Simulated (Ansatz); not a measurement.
Job for Ansatz (a first-principles code): U-PBE/cc-pVTZ on hydrogen isocyanide (SMILES [C-]#[NH+]), a point of a bond scan (R = 1.995 Å).

Ansatz 0.2 input:
```yaml
crystal:
  periodic: [false, false, false]
  atoms:
    - {symbol: C, position_ang: [-0.00000000, -0.00000000, -0.73641702]}
    - {symbol: N, position_ang: [0.00000000, 0.00000000, 0.42763144]}
    - {symbol: H, position_ang: [0.00000000, 0.00000000, 2.42253260]}
basis:
  gaussian:
    orbitals: cc-pVTZ
hamiltonian:
  xc: {name: PBE}
magnetization: {spin_polarized: true, initial_magnetization: 0}
```

What total energy does the run end on?

-93.1673 hartree. Its determinant has ⟨S²⟩ = 0.43, a mixture of spin states.
